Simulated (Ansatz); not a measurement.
From input file to script: BH5S, SMILES [BH3-][SH2+] in Ansatz 0.2.0.

```yaml
crystal:
  periodic: [false, false, false]
  atoms:
    - { symbol: B, position_ang: [-0.4522, -0.4235, -0.4629] }
    - { symbol: S, position_ang: [0.5848, 0.8509, 0.3809] }
    - { symbol: H, position_ang: [-1.6599, 0.0094, -0.4712] }
    - { symbol: H, position_ang: [-0.3575, -1.416, 0.0832] }
    - { symbol: H, position_ang: [-0.1403, -0.5153, -1.6208] }
    - { symbol: H, position_ang: [0.1756, 1.0169, 1.6788] }
    - { symbol: H, position_ang: [1.9107, 0.4097, 0.3661] }
accuracy: high
basis:
  gaussian:
    orbitals: "6-31G*"
hamiltonian:
  xc: b3lyp
  dispersion: d4
scf:
  lower_state_search: "off"
md:
  timestep: 0.5
  n_steps: 30
  ensemble: nve
  temperature: 800.0
  initial_velocities: maxwell_boltzmann
  seed: 96
```

`run_md.py`
```python
# -*- coding: utf-8 -*-
"""A short Born-Oppenheimer trajectory of BH5S."""

import ansatz as az
import numpy as np

GEOMETRY = """
B    -0.45220   -0.42350   -0.46290
S     0.58480    0.85090    0.38090
H    -1.65990    0.00940   -0.47120
H    -0.35750   -1.41600    0.08320
H    -0.14030   -0.51530   -1.62080
H     0.17560    1.01690    1.67880
H     1.91070    0.40970    0.36610
"""


def main():
    system = az.Crystal.molecule()
    for line in GEOMETRY.strip().splitlines():
        symbol, *xyz = line.split()
        system = system.atom(symbol, [float(v) for v in xyz])

    calc = (
        system.calculation()
        .basis(gaussian="6-31G*")
        .functional("b3lyp", dispersion="d4")
        .accuracy("high")
        .scf(lower_state_search="off")
        .md("nve", timestep=0.5, steps=30, temperature=800, initial_velocities="maxwell_boltzmann", seed=96)
    )
    frames = []
    calc.session().plan().execute(on_event=lambda e: frames.append(e["data"]) if e["event"] == "md_step" else None)
    print("t (fs)   E_pot (eV)      E_kin (eV)   T (K)   d(0-1) (A)")
    for f in frames[::2]:
        xyz = np.array(f["positions_ang"])
        print(f"{f['time_fs']:6.2f} {f['lagrangian_ev']:14.5f} {f['e_kin_ev']:10.5f} {f['temperature_k']:8.1f} {np.linalg.norm(xyz[0] - xyz[1]):9.4f}")
    kept = np.array([f["conserved_ev"] for f in frames])
    print(f"conserved energy moves by at most {1000 * np.ptp(kept):.3f} meV")


if __name__ == "__main__":
    main()
```

```console
$ python run_md.py
t (fs)   E_pot (eV)      E_kin (eV)   T (K)   d(0-1) (A)
  0.00   -11592.04818    0.51704    800.0    1.8470
  1.00   -11592.10659    0.57483    889.4    1.8501
  2.00   -11592.15523    0.62316    964.2    1.8557
  3.00   -11592.17493    0.64300    994.9    1.8637
  4.00   -11592.17131    0.63950    989.5    1.8739
  5.00   -11592.15274    0.62099    960.8    1.8858
  6.00   -11592.12609    0.59454    919.9    1.8992
  7.00   -11592.10466    0.57331    887.1    1.9135
  8.00   -11592.09972    0.56823    879.2    1.9285
  9.00   -11592.10215    0.57012    882.1    1.9440
 10.00   -11592.08290    0.55062    852.0    1.9598
 11.00   -11592.03250    0.50096    775.1    1.9758
 12.00   -11591.99533    0.46477    719.1    1.9918
 13.00   -11592.02530    0.49451    765.1    2.0077
 14.00   -11592.11050    0.57872    895.4    2.0232
 15.00   -11592.19486    0.66270   1025.4    2.0387
conserved energy moves by at most 1.788 meV
```

Caveats:
- The settings weren't tested for convergence.
- The trajectory is only some femtoseconds long, so its temperature is not equilibrated; where the script doesn't relax first, it starts from a rough generated geometry.
- b3lyp holds the VWN-RPA fit, as in Gaussian; the form of ORCA and Turbomole is b3lyp5.
- The temperature counts the internal degrees of freedom alone.
- Timing: 120 s on 1 thread of Intel(R) Xeon(R) Platinum 8259CL CPU @ 2.50GHz (Skylake/Cascade Lake), with other jobs on the host, peak memory 0.19 GiB.

(A comment or docstring line of the script was reworded after the run, the code is as it ran; lines on the test bed's own set-up are left out of the output.)
